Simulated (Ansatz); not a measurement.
The input, for Ansatz 0.2.0:

```yaml
crystal:
  periodic: [false, false, false]
  atoms:
    - {symbol: N, position_ang: [-0.178161, -0.031601, -0.049186]}
    - {symbol: H, position_ang: [-0.475441, 0.936233, -0.049186]}
    - {symbol: H, position_ang: [-0.475441, -0.433900, 0.831073]}
    - {symbol: H, position_ang: [1.340839, -0.031600, -0.049187]}
    - {symbol: H, position_ang: [2.085839, -0.031600, -0.049187]}
basis:
  gaussian: {orbitals: cc-pVTZ}
magnetization: {spin_polarized: false, initial_magnetization: 1}
correlation: {method: ccsd_t, electrons: outside_noble_gas}
```

```sh
$ ansatz run in.yaml --threads 1 --pin off --events-out ev --progress --plain --max-ram 4096MiB --backend cpu
```

Log:

```
481 factors; integrals over basis functions are off by at most 1.1e-3 eV
mean field evaluation 1: about -1540.8537 eV, gradient 2.1e1 eV
mean field evaluation 2: about -1540.8548 eV, gradient 2.1e1 eV
mean field evaluation 4: about -1542.4103 eV, gradient 2.3e0 eV
mean field evaluation 8: about -1542.4799 eV, gradient 3.0e-2 eV
mean field evaluation 16: about -1542.4100 eV, gradient 2.3e0 eV
mean field evaluation 32: about -1538.4289 eV, gradient 2.1e1 eV
mean field -1542.47986164 eV, -56.6850893848 hartree, gradient 2.3e-6 eV, S^2 0.750000; 0 other end points of the search recorded, 0 dependent functions left out
1 core orbitals not correlated: weight in the atoms' cores, before any rotation towards them, 1.000 or more for the frozen orbitals, at most 0.000 for the correlated occupied ones
reference -1542.47986164 eV, -56.6850893848 hartree; 5, 4 occupied and 80, 81 virtual orbitals, 481 factors
second order -6.23592696 eV of doubles, -0.09752635 eV of singles
cycle   1  -6.74882452 eV  change   -4.1e-1 eV  update   5.2e-2
cycle   2  -6.94237052 eV  change   -1.9e-1 eV  update   1.9e-2
cycle   3  -6.97416665 eV  change   -3.2e-2 eV  update   1.1e-2
cycle   4  -6.97246776 eV  change    1.7e-3 eV  update   5.9e-3
cycle   5  -6.97417179 eV  change   -1.7e-3 eV  update   3.2e-3
cycle   6  -6.97454617 eV  change   -3.7e-4 eV  update   2.0e-3
cycle   7  -6.97533108 eV  change   -7.8e-4 eV  update   1.4e-3
cycle   8  -6.97549648 eV  change   -1.7e-4 eV  update   5.9e-4
cycle   9  -6.97544386 eV  change    5.3e-5 eV  update   2.2e-4
cycle  10  -6.97552845 eV  change   -8.5e-5 eV  update   8.2e-5
cycle  11  -6.97551670 eV  change    1.2e-5 eV  update   3.1e-5
cycle  12  -6.97550685 eV  change    9.9e-6 eV  update   9.0e-6
cycle  13  -6.97550078 eV  change    6.1e-6 eV  update   3.2e-6
perturbative correction -0.19099647 eV, -0.0070189908 hartree
Total energy: -1549.64635889 eV, -56.9484533011 hartree
```

For the same geometry and basis UCCSDT(Q) lies 21.8 meV lower.

Ran on 1 thread of AMD EPYC 7R13, shared host: 2.8 s wall, 0.37 GiB peak host memory.
